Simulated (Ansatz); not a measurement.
How the elastic constant C44 of anatase TiO₂ (metastable phase) moves with the method

No measured value is used here.

| level (code) | value (GPa) | cell (Å³/atom) |
|---|---|---|
| LDA (Ansatz) | 47.0 | 11.02 |
| PBE (Ansatz) | 48.1 | 11.67 |
| r²SCAN (Ansatz) | 50.6 | 11.40 |
| HSE06 (Ansatz) | 52.7 | 11.30 |
| PBE0 (Ansatz) | 52.8 | 11.29 |

Each level is taken at its own relaxed cell. Cutoffs and k meshes differ between the levels. Ansatz's density-functional and Hartree–Fock values are scalar-relativistic unless marked +SOC, with PAW data made under PBE.

Ansatz is a program for electronic structure.
